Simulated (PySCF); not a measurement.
System: zinc-blende CdTe. Method: MP2 in PySCF (GTH pseudopotentials, Gaussian basis).

The cell has the measured lattice parameters. Conventional cell: a = 6.4800 Å, b = 6.4800 Å, c = 6.4800 Å, α = 90.00°, β = 90.00°, γ = 90.00°.

The correlation energy at a fixed k mesh 2×2×2:

| basis | value (eV/atom) |
|---|---|
| DZ | -5.6924 |
| TZ | -9.4369 |
| QZ | -10.7404 |

### Question
Taking the value to converge with the cardinal number X as X^(−3), extrapolate from the last two rows.

### Answer
With y = y∞ + c/w and weights w = 27 and 64 for the last two rows, y∞ = (w2 y2 − w1 y1)/(w2 − w1) = (64 × -10.7404 − 27 × -9.4369)/37 = -11.6916 eV/atom, which lies 0.9512 beyond the last row. Successive pairs of rows give -11.0135, -11.6916. The limit also hangs on the law assumed, so its last digits aren't firm.

The other settings are not extrapolated, so this is the limit in one setting alone.
